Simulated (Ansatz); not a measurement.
Geometry optimisation, RKS LDA/def2-SVP (Ansatz).

The input (input.yaml):

```yaml
crystal:
  periodic: [false, false, false]
  atoms:
    - { symbol: C, position_ang: [0.1636, 1.0293, 1.8521] }
    - { symbol: C, position_ang: [-0.1889, 0.2818, 0.8548] }
    - { symbol: C, position_ang: [-0.5186, -0.51, -0.1425] }
    - { symbol: C, position_ang: [0.2058, -0.4552, -1.4901] }
    - { symbol: Cl, position_ang: [0.8295, -2.0584, -1.9023] }
    - { symbol: H, position_ang: [0.992, 0.904, 2.4487] }
    - { symbol: H, position_ang: [-0.4851, 1.9275, 2.0838] }
    - { symbol: H, position_ang: [-1.2268, -1.2343, 0.0238] }
    - { symbol: H, position_ang: [-0.85657, 0.18232, -0.91358] }
    - { symbol: H, position_ang: [0.9336, 0.2795, -1.5278] }
basis:
  gaussian: { orbitals: def2-SVP }
hamiltonian:
  xc: lda
relax:
  f_tol: 0.02
  max_steps: 50
output:
  orbitals: {}
```

Launched with:

```bash
$ ansatz run input.yaml --threads 2 --pin off --max-ram 3072MiB --backend cpu --events-out ev --progress --plain --runs-dir out
```

**Question.** Where does it end, and by what steps?

**Answer.** It converged. After 19 steps the energy has fallen by 4.309 eV; H9 moved furthest, 1.24 Å. Parted: C3–H9. Joined: C4–H9.

```json
{"step": "0", "energy less start (eV)": "0.0000", "largest force component (eV/Å)": "4.448", "accepted": "yes"}
{"step": "1", "energy less start (eV)": "-1.1406", "largest force component (eV/Å)": "3.000", "accepted": "yes"}
{"step": "2", "energy less start (eV)": "-1.9505", "largest force component (eV/Å)": "2.851", "accepted": "yes"}
{"step": "3", "energy less start (eV)": "-2.7999", "largest force component (eV/Å)": "3.380", "accepted": "yes"}
{"step": "4", "energy less start (eV)": "-3.5529", "largest force component (eV/Å)": "2.146", "accepted": "yes"}
{"step": "5", "energy less start (eV)": "-4.0518", "largest force component (eV/Å)": "1.114", "accepted": "yes"}
{"step": "6", "energy less start (eV)": "-4.2189", "largest force component (eV/Å)": "0.424", "accepted": "yes"}
{"step": "7", "energy less start (eV)": "-4.2167", "largest force component (eV/Å)": "0.895", "accepted": "no"}
{"step": "8", "energy less start (eV)": "-4.2640", "largest force component (eV/Å)": "0.350", "accepted": "yes"}
{"step": "9", "energy less start (eV)": "-4.2032", "largest force component (eV/Å)": "0.998", "accepted": "no"}
{"step": "10", "energy less start (eV)": "-4.2836", "largest force component (eV/Å)": "0.170", "accepted": "yes"}
{"step": "11", "energy less start (eV)": "-4.2919", "largest force component (eV/Å)": "0.116", "accepted": "yes"}
{"step": "12", "energy less start (eV)": "-4.3007", "largest force component (eV/Å)": "0.073", "accepted": "yes"}
{"step": "13", "energy less start (eV)": "-4.3061", "largest force component (eV/Å)": "0.058", "accepted": "yes"}
{"step": "14", "energy less start (eV)": "-4.3088", "largest force component (eV/Å)": "0.043", "accepted": "yes"}
{"step": "15", "energy less start (eV)": "-4.3088", "largest force component (eV/Å)": "0.044", "accepted": "yes"}
{"step": "16", "energy less start (eV)": "-4.3088", "largest force component (eV/Å)": "0.148", "accepted": "yes"}
{"step": "17", "energy less start (eV)": "-4.3093", "largest force component (eV/Å)": "0.028", "accepted": "yes"}
{"step": "18", "energy less start (eV)": "-4.3093", "largest force component (eV/Å)": "0.032", "accepted": "yes"}
{"step": "19", "energy less start (eV)": "-4.3094", "largest force component (eV/Å)": "0.011", "accepted": "yes"}
```

```xyz
10
Properties=species:S:1:pos:R:3
C 0.215 1.081 1.979
C -0.151 0.284 1.008
C -0.513 -0.506 0.024
C 0.015 -0.388 -1.357
Cl 0.840 -1.896 -1.864
H 1.072 0.832 2.633
H -0.319 2.028 2.183
H -1.250 -1.313 0.212
H -0.804 -0.221 -2.090
H 0.743 0.445 -1.441
```

Whether the end is a true minimum wasn't checked by a vibrational analysis.

Run time: 18 s on 2 threads of Arm Neoverse V2, with other jobs on the host, peak memory 0.13 GiB.
